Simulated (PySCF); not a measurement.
# One reaction down a group: Cl, Br, I

The same gas-phase reaction for Cl, Br, I:
- AlCl₃ + 2 AlH → 3 AlCl + 2 H
- AlBr₃ + 2 AlH → 3 AlBr + 2 H
- AlI₃ + 2 AlH → 3 AlI + 2 H

Computed with PySCF and rigid-rotor harmonic-oscillator thermochemistry at 1 bar. † marks an energy on the PBE0/def2-TZVP geometry and frequencies. CCSD(T) freezes the core. Open shells (unrestricted): H (multiplicity 2); the rest are closed-shell singlets. B3LYP is the form with VWN-RPA correlation. I: scalar-relativistic def2 core potential, no spin-orbit coupling. Br: all electrons, no relativistic terms. CCSD(T) isn't extrapolated to the basis-set limit. The harmonic model lacks anharmonicity and excited electronic states, which grow with temperature; levels with a mode under 35 cm⁻¹ are left out. Soft modes under 120 cm⁻¹ make the harmonic entropy rough for AlBr₃, AlI₃.

ΔH°(298 K) in kJ, by level:

| level | Cl | Br | I |
|---|---|---|---|
| ωB97M-V/def2-TZVP† | 349.3 | 346.8 | 353.5 |
| B3LYP/def2-TZVP† | 352.6 | 346.6 | 348.2 |
| PBE/def2-TZVP† | 326.8 | 322.4 | 325.7 |
| CCSD(T)/def2-TZVPP† | 369.0 | 368.5 | 374.6 |
| LDA/def2-TZVP† | 376.7 | 374.0 | 378.6 |

At ωB97M-V/def2-TZVP†, ΔH° is not monotonic: it is lowest for Br and highest for I, over a range of 6.7 kJ; the steps are -2.5, +6.7 kJ. 3 of the 5 levels shown give the same order; B3LYP/def2-TZVP†, PBE/def2-TZVP† order the members differently. The levels scatter most for I (52.9 kJ between the highest and the lowest) and least for Cl (49.9 kJ). ΔS°(298 K) runs from 223.4 to 224.3 J/K, so TΔS° at 298 K spreads over 0.3 kJ among the members, against 6.7 kJ for ΔH°.

Free energies at ωB97M-V/def2-TZVP†:

```
member  ΔS°(298 K), J/K  ΔG°(298 K), kJ  ΔG°(2500 K), kJ  ΔG° changes sign
------  ---------------  --------------  ---------------  ----------------
Cl                224.2             282             -234    1400 to 1600 K
Br                224.3             280             -235    1400 to 1600 K
I                 223.4             287             -225    1400 to 1600 K
```

The NASA 1993 table, where it holds all species, gives ΔH°(298 K) = 347 kJ for Cl, 375 kJ for Br, 314 kJ for I; its entries are part measured, part old estimates, and weren't checked at source. After a fit of one offset per element over all species, the range-separated, M06-2X, PBE0/def2-QZVP and CCSD(T)/def2-TZVPP enthalpies, where run, lie to one side of the table for AlH (-36 kJ/mol), AlCl (-22 kJ/mol), AlBr₃ (-15 kJ/mol), AlBr (-34 kJ/mol): a fault of the table's entry, another state or a shared error of the levels is possible; this was not checked at source.
